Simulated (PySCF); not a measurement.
PySCF input (HF/6-311G**):

```python
import numpy as np, basis_set_exchange as bse
from pyscf import gto, scf, dft, df
from pyscf.prop.polarizability import rhf as pol

basis = {'C': gto.basis.parse(bse.get_basis('6-311G**', elements=['C'], fmt='nwchem')), 'H': gto.basis.parse(bse.get_basis('6-311G**', elements=['H'], fmt='nwchem')), 'O': gto.basis.parse(bse.get_basis('6-311G**', elements=['O'], fmt='nwchem'))}
mol = gto.M(
    atom='''
    O    -0.00091616   -0.01015443    0.67280603
    C     0.00071614    0.00793741   -0.52591197
    H    -0.00265489    0.95544190   -1.09932737
    H     0.00568738   -0.92183092   -1.12764904
    ''',
    basis=basis,
    charge=0,
    verbose=4,
    max_memory=2160,
)
mf = scf.RHF(mol)
mf = mf.density_fit(auxbasis=df.autoaux(mol))
mf.conv_tol = 1e-9
mf.max_cycle = 100
print('smallest overlap eigenvalue', np.linalg.eigvalsh(mol.intor('int1e_ovlp'))[0])
mf.kernel()
dip = mf.dip_moment()
p = pol.Polarizability(mf)
p.max_cycle_cphf = 60
alpha = p.polarizability()
print('polarisability/bohr^3', alpha.trace() / 3)
```

Output:

```
PySCF version 2.14.0

[INPUT] verbose = 4
[INPUT] num. atoms = 4
[INPUT] num. electrons = 16
[INPUT] charge = 0
[INPUT] spin (= nelec alpha-beta = 2S) = 0
[INPUT] symmetry False subgroup None
[INPUT] Mole.unit = angstrom
[INPUT] Symbol           X                Y                Z      unit          X                Y                Z       unit  Magmom
[INPUT]  1 O     -0.000916160000  -0.010154430000   0.672806030000 AA   -0.001731291486  -0.019189091651   1.271419131656 Bohr   0.0
[INPUT]  2 C      0.000716140000   0.007937410000  -0.525911970000 AA    0.001353308467   0.014999531038  -0.993829588930 Bohr   0.0
[INPUT]  3 H     -0.002654890000   0.955441900000  -1.099327370000 AA   -0.005017014991   1.805523518934  -2.077427650538 Bohr   0.0
[INPUT]  4 H      0.005687380000  -0.921830920000  -1.127649040000 AA    0.010747590566  -1.742007971956  -2.130947850229 Bohr   0.0

nuclear repulsion = 31.3982277027652
number of shells = 24
number of NR pGTOs = 78
number of NR cGTOs = 48
basis = {'C': [[0, [4563.24, 0.00196665], [682.024, 0.0152306], [154.973, 0.0761269], [44.4553, 0.260801], [13.029, 0.616462], [1.82773, 0.221006]], [0, [20.9642, 0.11466], [4.80331, 0.919999], [1.45933, -0.00303068]], [0, [0.483456, 1.0]], [0, [0.145585, 1.0]], [1, [20.9642, 0.0402487], [4.80331, 0.237594], [1.45933, 0.815854]], [1, [0.483456, 1.0]], [1, [0.145585, 1.0]], [2, [0.626, 1.0]]], 'H': [[0, [33.865, 0.0254938], [5.09479, 0.190373], [1.15879, 0.852161]], [0, [0.32584, 1.0]], [0, [0.102741, 1.0]], [1, [0.75, 1.0]]], 'O': [[0, [8588.5, 0.00189515], [1297.23, 0.0143859], [299.296, 0.070732], [87.3771, 0.240001], [25.6789, 0.594797], [3.74004, 0.280802]], [0, [42.1175, 0.113889], [9.62837, 0.920811], [2.85332, -0.00327447]], [0, [0.905661, 1.0]], [0, [0.255611, 1.0]], [1, [42.1175, 0.0365114], [9.62837, 0.237153], [2.85332, 0.819702]], [1, [0.905661, 1.0]], [1, [0.255611, 1.0]], [2, [1.292, 1.0]]]}
ecp = {}
ETB for H: l = 0, exps = 0.205482 * 1.8^n , n = 0..10
ETB for H: l = 1, exps = 0.852741 * 2^n , n = 0..2
ETB for H: l = 2, exps = 1.5 * 2.2^n , n = 0..0
ETB for O: l = 0, exps = 0.511222 * 1.8^n , n = 0..13
ETB for O: l = 1, exps = 0.511222 * 1.8^n , n = 0..11
ETB for O: l = 2, exps = 0.511222 * 1.8^n , n = 0..10
ETB for O: l = 3, exps = 1.547611 * 2.2^n , n = 0..2
ETB for C: l = 0, exps = 0.29117 * 1.8^n , n = 0..13
ETB for C: l = 1, exps = 0.29117 * 1.8^n , n = 0..11
ETB for C: l = 2, exps = 0.29117 * 1.8^n , n = 0..10
ETB for C: l = 3, exps = 0.771585 * 2.2^n , n = 0..2
smallest overlap eigenvalue 0.013452882168757783

******** <class 'pyscf.df.df_jk.DFRHF'> ********
method = DFRHF
initial guess = minao
damping factor = 0
level_shift factor = 0
DIIS = <class 'pyscf.scf.diis.CDIIS'>
diis_start_cycle = 1
diis_space = 8
diis_damp = 0
SCF conv_tol = 1e-09
SCF conv_tol_grad = None
SCF max_cycles = 100
direct_scf = False
Set gradient conv threshold to 3.16228e-05
Initial guess from minao.
******** <class 'pyscf.df.df.DF'> ********
auxbasis = {'H': [[0, [np.float64(73.3666746661153), 1]], [0, [np.float64(40.75926370339739), 1]], [0, [np.float64(22.644035390776324), 1]], [0, [np.float64(12.580019661542401), 1]], [0, [np.float64(6.988899811968), 1]], [0, [np.float64(3.8827221177600006), 1]], [0, [np.float64(2.1570678432), 1]], [0, [np.float64(1.198371024), 1]], [0, [np.float64(0.66576168), 1]], [0, [np.float64(0.3698676), 1]], [0, [np.float64(0.205482), 1]], [1, [np.float64(3.410964), 1]], [1, [np.float64(1.705482), 1]], [1, [np.float64(0.852741), 1]], [2, [np.float64(1.5), 1]]], 'O': [[0, [np.float64(1064.5157744558148), 1]], [0, [np.float64(591.3976524754527), 1]], [0, [np.float64(328.55425137525145), 1]], [0, [np.float64(182.53013965291748), 1]], [0, [np.float64(101.4056331405097), 1]], [0, [np.float64(56.336462855838725), 1]], [0, [np.float64(31.298034919910403), 1]], [0, [np.float64(17.387797177728), 1]], [0, [np.float64(9.659887320960001), 1]], [0, [np.float64(5.3666040672), 1]], [0, [np.float64(2.981446704), 1]], [0, [np.float64(1.65635928), 1]], [0, [np.float64(0.9201995999999999), 1]], [0, [np.float64(0.511222), 1]], [1, [np.float64(328.55425137525145), 1]], [1, [np.float64(182.53013965291748), 1]], [1, [np.float64(101.4056331405097), 1]], [1, [np.float64(56.336462855838725), 1]], [1, [np.float64(31.298034919910403), 1]], [1, [np.float64(17.387797177728), 1]], [1, [np.float64(9.659887320960001), 1]], [1, [np.float64(5.3666040672), 1]], [1, [np.float64(2.981446704), 1]], [1, [np.float64(1.65635928), 1]], [1, [np.float64(0.9201995999999999), 1]], [1, [np.float64(0.511222), 1]], [2, [np.float64(182.53013965291748), 1]], [2, [np.float64(101.4056331405097), 1]], [2, [np.float64(56.336462855838725), 1]], [2, [np.float64(31.298034919910403), 1]], [2, [np.float64(17.387797177728), 1]], [2, [np.float64(9.659887320960001), 1]], [2, [np.float64(5.3666040672), 1]], [2, [np.float64(2.981446704), 1]], [2, [np.float64(1.65635928), 1]], [2, [np.float64(0.9201995999999999), 1]], [2, [np.float64(0.511222), 1]], [3, [np.float64(7.490437240000001), 1]], [3, [np.float64(3.4047442000000006), 1]], [3, [np.float64(1.547611), 1]]], 'C': [[0, [np.float64(606.3022679937476), 1]], [0, [np.float64(336.8345933298598), 1]], [0, [np.float64(187.13032962769984), 1]], [0, [np.float64(103.96129423761103), 1]], [0, [np.float64(57.75627457645057), 1]], [0, [np.float64(32.08681920913921), 1]], [0, [np.float64(17.826010671744), 1]], [0, [np.float64(9.903339262080001), 1]], [0, [np.float64(5.5018551456), 1]], [0, [np.float64(3.0565861919999997), 1]], [0, [np.float64(1.6981034400000001), 1]], [0, [np.float64(0.9433908), 1]], [0, [np.float64(0.524106), 1]], [0, [np.float64(0.29117), 1]], [1, [np.float64(187.13032962769984), 1]], [1, [np.float64(103.96129423761103), 1]], [1, [np.float64(57.75627457645057), 1]], [1, [np.float64(32.08681920913921), 1]], [1, [np.float64(17.826010671744), 1]], [1, [np.float64(9.903339262080001), 1]], [1, [np.float64(5.5018551456), 1]], [1, [np.float64(3.0565861919999997), 1]], [1, [np.float64(1.6981034400000001), 1]], [1, [np.float64(0.9433908), 1]], [1, [np.float64(0.524106), 1]], [1, [np.float64(0.29117), 1]], [2, [np.float64(103.96129423761103), 1]], [2, [np.float64(57.75627457645057), 1]], [2, [np.float64(32.08681920913921), 1]], [2, [np.float64(17.826010671744), 1]], [2, [np.float64(9.903339262080001), 1]], [2, [np.float64(5.5018551456), 1]], [2, [np.float64(3.0565861919999997), 1]], [2, [np.float64(1.6981034400000001), 1]], [2, [np.float64(0.9433908), 1]], [2, [np.float64(0.524106), 1]], [2, [np.float64(0.29117), 1]], [3, [np.float64(3.7344714000000003), 1]], [3, [np.float64(1.697487), 1]], [3, [np.float64(0.771585), 1]]]}
init E= -114.000032099672
  HOMO = -0.313102368776864  LUMO = -0.00828553127489684  gap/eV = 8.29449
cycle= 1 E= -113.793870432879  delta_E= 0.206  |g|= 0.672  |ddm|= 1.43
  HOMO = -0.351403733481721  LUMO = 0.0984887656676477  gap/eV = 12.24220
cycle= 2 E= -113.839006411135  delta_E= -0.0451  |g|= 0.581  |ddm|= 0.638
  HOMO = -0.436215729926641  LUMO = 0.112197482993849  gap/eV = 14.92308
cycle= 3 E= -113.896863545075  delta_E= -0.0579  |g|= 0.0438  |ddm|= 0.313
  HOMO = -0.429875916933291  LUMO = 0.132287712435772  gap/eV = 15.29725
cycle= 4 E= -113.897774780225  delta_E= -0.000911  |g|= 0.0188  |ddm|= 0.0532
  HOMO = -0.435923509101986  LUMO = 0.130125918272448  gap/eV = 15.40299
cycle= 5 E= -113.897970383932  delta_E= -0.000196  |g|= 0.00799  |ddm|= 0.0263
  HOMO = -0.43722195787495  LUMO = 0.130783570185319  gap/eV = 15.45622
cycle= 6 E= -113.898022925552  delta_E= -5.25e-05  |g|= 0.00254  |ddm|= 0.0168
  HOMO = -0.437882522468072  LUMO = 0.130914725496751  gap/eV = 15.47776
cycle= 7 E= -113.898026079245  delta_E= -3.15e-06  |g|= 0.000388  |ddm|= 0.00405
  HOMO = -0.43790509782394  LUMO = 0.130946227278582  gap/eV = 15.47923
cycle= 8 E= -113.898026143113  delta_E= -6.39e-08  |g|= 5.36e-05  |ddm|= 0.000548
  HOMO = -0.437899656917143  LUMO = 0.130936271513999  gap/eV = 15.47881
cycle= 9 E= -113.898026144878  delta_E= -1.77e-09  |g|= 1.06e-05  |ddm|= 0.000128
  HOMO = -0.437899285088633  LUMO = 0.13093668835873  gap/eV = 15.47882
cycle= 10 E= -113.898026144935  delta_E= -5.65e-11  |g|= 1.42e-06  |ddm|= 2.14e-05
  HOMO = -0.437899176675067  LUMO = 0.130936697159974  gap/eV = 15.47881
Extra cycle  E= -113.898026144936  delta_E= -7.96e-13  |g|= 5.43e-07  |ddm|= 1.56e-06
converged SCF energy = -113.898026144936
Dipole moment(X, Y, Z, Debye):  0.00374,  0.04146, -2.74730
Isotropic polarizability 13.1272066086
Polarizability anisotropy 9.6215617313
polarisability/bohr^3 13.127206608588784
```
